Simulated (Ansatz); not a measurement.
Changing the shape of CH3N2, doublet

Computed with Ansatz's Gaussian-basis code (development build). Basis cc-pVTZ, nonrelativistic, 3 orbitals frozen in the corrections; active space CAS(3,3). Restricted Hartree–Fock, then the lowest state-specific CASSCF solution met for each case. Coupled cluster stands on the determinant that it favours, not always the lowest RHF. Single-reference values can break down or jump between states where bonds are stretched. Unlike active orbitals can shift such differences by tenths of an eV, at times by over 1 eV.

Case A:

```xyz
6

N     0.0000   -1.1519   -0.2685
C     0.0000    0.1761   -0.3244
N     0.0000    0.8525    0.8199
H     0.0000   -1.5206   -1.2277
H     0.0000    0.7017   -1.2924
H     0.0000    1.8578    0.6066
```

Case B:

```xyz
6

C     0.0000   -1.0047   -0.4257
N     0.0000    0.3162   -0.4364
N     0.0000    0.9531    0.7109
H     0.0000   -1.5793    0.5109
H     0.0000   -1.5326   -1.3747
H     0.0000    0.2547    1.4959
```

Energy less that of case A, in eV:

| case | RHF/ROHF | CASSCF | CCSD(T) |
| --- | --- | --- | --- |
| B | +0.841 | +1.024 | +0.935 |

What does SC-NEVPT2 give for these differences?

B: +0.965 eV (22.3 kcal/mol).
